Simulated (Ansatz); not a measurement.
Elements on the sites of an ideal bcc lattice, at a guessed lattice constant:

```
CELL_PARAMETERS angstrom
6.74746 0.00000 0.00000
0.00000 6.74746 0.00000
0.00000 0.00000 6.74746
ATOMIC_POSITIONS crystal
Zn 0.00000 0.00000 0.00000
Zn 0.50000 0.00000 0.00000
Zn 0.00000 0.50000 0.00000
Zn 0.25000 0.25000 0.25000
Zn 0.50000 0.50000 0.00000
Zn 0.75000 0.25000 0.25000
Zn 0.00000 0.50000 0.50000
Zn 0.25000 0.75000 0.25000
Zn 0.25000 0.25000 0.75000
Zn 0.50000 0.50000 0.50000
Zn 0.75000 0.75000 0.75000
Sn 0.00000 0.00000 0.50000
Sn 0.50000 0.00000 0.50000
Sn 0.75000 0.75000 0.25000
Sn 0.75000 0.25000 0.75000
Sn 0.25000 0.75000 0.75000
```

Cell and atoms were relaxed without symmetry on coarser meshes and computed once more. Level of theory: DFT PBE, scalar-relativistic, plane waves, PAW (Ansatz).

Cutoff 420 eV; k points 5×5×5 on the computed 16-atom cell (Γ-centred); Gaussian smearing, width 0.10 eV; no spin polarisation.

The relaxation ran on 2×2×2 (shifted) k points with a smearing of 0.1 eV, from sites shaken by 0.02 Å.

**Question.** What does the relaxation give?

**Answer.** A volume of 19.91 Å³/atom and no gap on the mesh. It lies 0.10 eV/atom above the elements' standard states (static lattices, no corrections for gases). The atoms leave their sites by 1.04 Å (root mean square) and 1.42 Å at most, and the cell stretches by up to 14.8 % at fixed volume, so the lattice hasn't survived.

```yaml
crystal:
  lattice:
    - [7.51736, 0.51961, 0.44318]
    - [0.51961, 6.54237, -0.14992]
    - [0.44318, -0.14992, 6.54496]
  atoms:
    - { symbol: Zn, position: [0.94408, 0.09080, 0.84565] }
    - { symbol: Zn, position: [0.60627, 0.03970, 0.87255] }
    - { symbol: Zn, position: [0.04877, 0.39242, 0.08348] }
    - { symbol: Zn, position: [0.35921, 0.16543, 0.18762] }
    - { symbol: Zn, position: [0.45576, 0.57667, 0.15172] }
    - { symbol: Zn, position: [0.70368, 0.25925, 0.20933] }
    - { symbol: Zn, position: [0.04958, 0.45578, 0.67580] }
    - { symbol: Zn, position: [0.13771, 0.66121, 0.36011] }
    - { symbol: Zn, position: [0.28362, 0.17688, 0.80860] }
    - { symbol: Zn, position: [0.41295, 0.40507, 0.50927] }
    - { symbol: Zn, position: [0.83138, 0.79248, 0.60353] }
    - { symbol: Sn, position: [0.00832, 0.11955, 0.40340] }
    - { symbol: Sn, position: [0.46547, 0.88037, 0.49253] }
    - { symbol: Sn, position: [0.79210, 0.76963, 0.14381] }
    - { symbol: Sn, position: [0.66683, 0.45895, 0.77377] }
    - { symbol: Sn, position: [0.21886, 0.74773, 0.88805] }
```

The final mesh leaves forces up to 0.26 eV/Å and stresses up to 1.4 GPa: the relaxation ran on a coarser mesh, so the cell's shape, its bonds and its energy belong partly to that mesh.

Cost: 2 runs of about 15 core-minutes in all (earlier runs that led there not counted), on Intel Xeon Platinum 8375C (Ice Lake) (shared hosts).